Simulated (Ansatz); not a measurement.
**NH (singlet): from Hartree-Fock to the top rungs, aug-cc-pVTZ**

One table from this session's results is given with a row withheld; the runs are named, their logs left out.

The runs use Ansatz 0.2.0, Gaussian basis; aug-cc-pVTZ, core rule «outside noble gas», up to 1 orbitals frozen.

Plan: UHF; CCSD(T) on RHF; CCSD(T) on UHF; BCCD(T) on RHF; CCSDT(Q) on RHF; CCSDT(Q) on UHF; CASSCF and MRCISD+Q, 6 electrons in 5 orbitals; CASSCF and MRCISD+Q(relaxed), 6 electrons in 5 orbitals; CASSCF and NEVPT2, 6 electrons in 5 orbitals.

17 further runs of the same task are left out: 8 that didn't finish, 9 set aside as unsound or not needed.

## The system

The geometry is a PBE0/def2-TZVPD stationary point (not a proven minimum) of the parent state, kept for this charge and spin.

2 atoms, charge 0, spin multiplicity 1.

Atoms are counted from 1 here; the program's logs count them from 0.

Bond lengths: N1–H2 1.037 Å.

The first run:

in.yaml

```yaml
crystal:
  periodic: [false, false, false]
  atoms:
    - {symbol: N, position_ang: [0.000000, 0.000000, 0.000000]}
    - {symbol: H, position_ang: [0.000000, 0.000000, 1.036583]}
basis:
  gaussian: {orbitals: aug-cc-pVTZ}
magnetization: {spin_polarized: true, initial_magnetization: 0}
hamiltonian: {xc: hf}
output: {orbitals: {seedname: orbitals}}
```

Command:

```bash
$ ansatz run in.yaml --threads 1 --pin off --events-out ev --progress --plain --max-ram 2393MiB
```

Among the steps run: UHF; CCSD(T) on RHF; CCSD(T) on UHF; BCCD(T) on RHF; CCSDT(Q) on RHF; CCSDT(Q) on UHF; CASSCF and MRCISD+Q, 6 electrons in 5 orbitals; CASSCF and MRCISD+Q(relaxed), 6 electrons in 5 orbitals; CASSCF and NEVPT2, 6 electrons in 5 orbitals.

One table of the session follows, with a row left open; its other results are not shown here.

| method | from RCCSDT(Q) (meV) |
| --- | --- |
| RHF | +5718.7 |
| UHF | +3670.2 |
| RMP2 | +1329.2 |
| UMP2 | -135.8 |
| RCCSD | +556.2 |
| UCCSD | -884.4 |
| RCCSD(T) | +307.5 |
| UCCSD(T) | -1157.5 |
| BCCD(T) | +308.2 |
| RCCSDT | +46.4 |
| UCCSDT | -1547.2 |
| RCCSDT(Q) | 0 |
| UCCSDT(Q) | -1617.8 |
| CASSCF valence | ? |
| NEVPT2 valence | +747.9 |
| MRCISD valence | +216.8 |
| MRCISD+Q valence | +31.7 |
| MRCISD+Q(relaxed) valence | +18.6 |

Estimate the missing values for CASSCF valence.

**Answer.** from RCCSDT(Q) (meV): +4240.1. In the column «from RCCSDT(Q) (meV)» it lies between UHF (+3670.2) and RHF (+5718.7).

The program flags UCCSD(T), RCCSDT(Q), UCCSDT(Q) as in doubt (see the logs), so the zero of the table is itself unsure.

Caveats from the session: The determinant is far from a pure spin state, so its energy mixes those of several spin states (harmless only where they are near-degenerate, as at dissociation). The report flags that the cluster equations may have other roots. The program flags UCCSD(T), RCCSDT(Q), UCCSDT(Q) as in doubt, so the zero of the table is itself unsure. Warnings: restricted reference is unstable; spin contamination. Restricted and unrestricted rows rest on different reference determinants; where their highest levels disagree by more than a few hundredths of an eV, they describe different states and don't form one ladder.
